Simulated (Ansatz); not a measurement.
Results of r²SCAN (PAW; Ansatz, a first-principles code) for bcc W.

Run with plane-wave cutoff 560 eV, 24×24×24 k mesh, Fermi–Dirac smearing 0.05 eV, no spin polarisation, scalar-relativistic PAW data made under PBE.

Computed at the level's own relaxed cell.

Question: Give the computed volume per atom, bulk modulus B0, equilibrium lattice constant a and pressure derivative B′ of the bulk modulus.

Answer: 
- volume per atom = 15.91 Å³/atom
- bulk modulus B0 = 320 GPa
- equilibrium lattice constant a = 3.169 Å
- pressure derivative B′ of the bulk modulus = 4.0

The run finds no gap.

Measured, for comparison: equilibrium volume per atom 15.78 Å³/atom, lattice constant a 3.16 Å (static lattice: zero-point anharmonic expansion removed; as tabulated in Mejia-Rodriguez and Trickey (2018), arXiv:1807.09216); bulk modulus 312 GPa (zero-point energy and finite temperature contributions removed, our sources range from 300 to 328; as tabulated in doi:10.1021/acs.jctc.3c00612). Computed (rounded) less measured: equilibrium volume per atom +0.8 %, bulk modulus +3 % (inside the range of the sources held), lattice constant a +0.3 %.

Spin–orbit coupling is not included.
